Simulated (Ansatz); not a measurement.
The input, for Ansatz 0.2.0:

```yaml
crystal:
  periodic: [false, false, false]
  atoms:
    - {symbol: B, position_ang: [0.000000, 0.000000, 0.140933]}
    - {symbol: S, position_ang: [0.000000, 0.000000, -1.456867]}
    - {symbol: H, position_ang: [0.000000, 0.000000, 1.315933]}
basis:
  gaussian: {orbitals: 6-31G}
magnetization: {spin_polarized: false}
correlation: {method: ccsdtq, electrons: outside_noble_gas}
```

```sh
$ ansatz run in.yaml --threads 1 --pin off --events-out ev --progress --plain --max-ram 2393MiB
```

(1) Roughly how long does this take on 1 thread of Arm Neoverse V1, shared host, and how much host memory?

```
484 factors; integrals over basis functions are off by at most 1.3e-7 eV
mean field evaluation 1: about -11502.2701 eV, gradient 1.8e1 eV
mean field evaluation 2: about -11502.2753 eV, gradient 1.8e1 eV
mean field evaluation 4: about -11503.5734 eV, gradient 1.5e0 eV
mean field evaluation 8: about -11503.5869 eV, gradient 1.5e-5 eV
mean field evaluation 16: about -11503.5866 eV, gradient 2.0e-1 eV
mean field -11503.58689978 eV, -422.7490211557 hartree, gradient 1.3e-6 eV, S^2 0.000000; 0 other end points of the search recorded, 0 dependent functions left out
6 core orbitals not correlated: weight in the atoms' cores, before any rotation towards them, 1.000 or more for the frozen orbitals, at most 0.000 for the correlated occupied ones
reference -11503.58689978 eV, -422.7490211557 hartree; 5, 5 occupied and 13, 13 virtual orbitals, 484 factors
second order -3.07725766 eV of doubles, -0.00000000 eV of singles
cycle   1  -3.16722366 eV  change   -9.0e-2 eV  update   1.2e-1
cycle   2  -3.44835120 eV  change   -2.8e-1 eV  update   6.2e-2
cycle   3  -3.58490016 eV  change   -1.4e-1 eV  update   2.4e-2
cycle   4  -3.60194241 eV  change   -1.7e-2 eV  update   7.6e-3
cycle   5  -3.59936389 eV  change    2.6e-3 eV  update   3.1e-3
cycle   6  -3.59970356 eV  change   -3.4e-4 eV  update   8.1e-4
cycle   7  -3.59981771 eV  change   -1.1e-4 eV  update   3.9e-4
cycle   8  -3.59956960 eV  change    2.5e-4 eV  update   1.1e-4
cycle   9  -3.59957478 eV  change   -5.2e-6 eV  update   4.1e-5
cycle  10  -3.59960665 eV  change   -3.2e-5 eV  update   1.6e-5
cycle  11  -3.59959607 eV  change    1.1e-5 eV  update   8.2e-6
cycle  12  -3.59958942 eV  change    6.7e-6 eV  update   4.0e-6
cycle  13  -3.59958892 eV  change    4.9e-7 eV  update   1.2e-6
cycle  14  -3.59958809 eV  change    8.3e-7 eV  update   4.8e-7
cycle  15  -3.59958783 eV  change    2.6e-7 eV  update   2.0e-7
Total energy: -11507.18648761 eV, -422.8813035686 hartree
```

The T1 diagnostic is 0.022.

For the same geometry and basis full CI lies 1.0 meV higher.

## Answers

(1) 7.5 s wall and 0.16 GiB.
